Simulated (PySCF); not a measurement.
**A PySCF run on PO**

State: ²Π (doublet), unpaired electrons π ↑.

An equivalent input (the run itself took its basis sets from the Basis Set Exchange, started from a PBE0 density and held the occupation σ 7α 7β, πx 2α 2β, πy 3α 2β):

```python
from pyscf import gto, dft
mol = gto.M(atom='P 0 0 0; O 0 0 1.497', basis={'P': 'pcseg-1', 'O': 'pcseg-1'},
            charge=0, spin=1, verbose=4, symmetry='C2v')
mf = dft.UKS(mol, xc='R2SCAN')
mf.grids.atom_grid = (80, 434)
mf.grids.prune = dft.gen_grid.treutler_prune
mf.irrep_nelec = {'A1': (7, 7), 'B1': (2, 2), 'B2': (3, 2)}
mf.conv_tol = 1e-9
mf.max_cycle = 60
mf.diis_space = 10
mf.kernel()
```

The log (some set-up lines and the per-cycle HOMO/LUMO lines removed):

```
******** <class 'pyscf.dft.uks_symm.SymAdaptedUKS'> ********
method = SymAdaptedUKS
damping factor = 0
level_shift factor = 0
DIIS = <class 'pyscf.scf.diis.CDIIS'>
diis_start_cycle = 1
diis_space = 10
diis_damp = 0
SCF conv_tol = 1e-09
SCF conv_tol_grad = None
SCF max_cycles = 60
number electrons alpha = 12  beta = 11
Set gradient conv threshold to 3.16228e-05
init E= -416.435791494482
cycle= 1 E= -416.436223757915  delta_E= -0.000432  |g|= 0.00815  |ddm|= 0.055
cycle= 2 E= -416.435813013015  delta_E= 0.000411  |g|= 0.0315  |ddm|= 0.031
cycle= 3 E= -416.436266520144  delta_E= -0.000454  |g|= 0.00292  |ddm|= 0.0202
cycle= 4 E= -416.436272499712  delta_E= -5.98e-06  |g|= 0.000433  |ddm|= 0.00333
cycle= 5 E= -416.436273192469  delta_E= -6.93e-07  |g|= 0.000306  |ddm|= 0.00182
cycle= 6 E= -416.436273424719  delta_E= -2.32e-07  |g|= 5.27e-05  |ddm|= 0.00147
cycle= 7 E= -416.436273429234  delta_E= -4.51e-09  |g|= 1.38e-05  |ddm|= 0.00019
cycle= 8 E= -416.436273429456  delta_E= -2.22e-10  |g|= 2.22e-06  |ddm|= 4.58e-05
Extra cycle  E= -416.436273429443  delta_E= 1.3e-11  |g|= 6.36e-06  |ddm|= 8.01e-06
converged SCF energy = -416.436273429443  <S^2> = 0.75345135  2S+1 = 2.0034484
```

Repeating this along the bond gives Re = 1.503 Å and ωe = 1210 cm⁻¹.

A point of this curve took 0.53 CPU seconds beside 0.03 for the integrals, on Arm Neoverse V1 (shared host).

The state is the lowest determinant that a PBE0 search found; another state may lie lower at other levels.
